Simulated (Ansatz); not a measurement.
```xyz
9

C     0.969   -0.116    1.307
O     0.489    0.024   -0.043
C    -0.777    0.041   -0.213
C    -1.167    0.144   -1.623
O    -1.336   -0.819   -2.332
H     1.596    0.749    1.520
H     1.566   -1.027    1.343
H     0.115   -0.170    1.981
H    -1.457    1.175   -1.938
```

The species carries charge 0 and has multiplicity 1. The bonds changed during the relaxation, so this is another structure than the one it started from.

Q: List the CAM-B3LYP/def2-TZVPP orbital energies in eV (Ansatz 0.2.0). (Estimate.)

A: The calculation gave: Occupied: -525.46, -522.48, -281.31, -281.13, -280.97, -33.38, -30.85, -23.70, -20.58, -18.07, -16.37, -15.92, -15.38, -14.21, -13.17, -12.48, -12.41, -9.61, -7.96. Lowest empty: -0.50, 0.32, 2.19, 2.85, 3.35, 3.66, 3.86, 5.08.
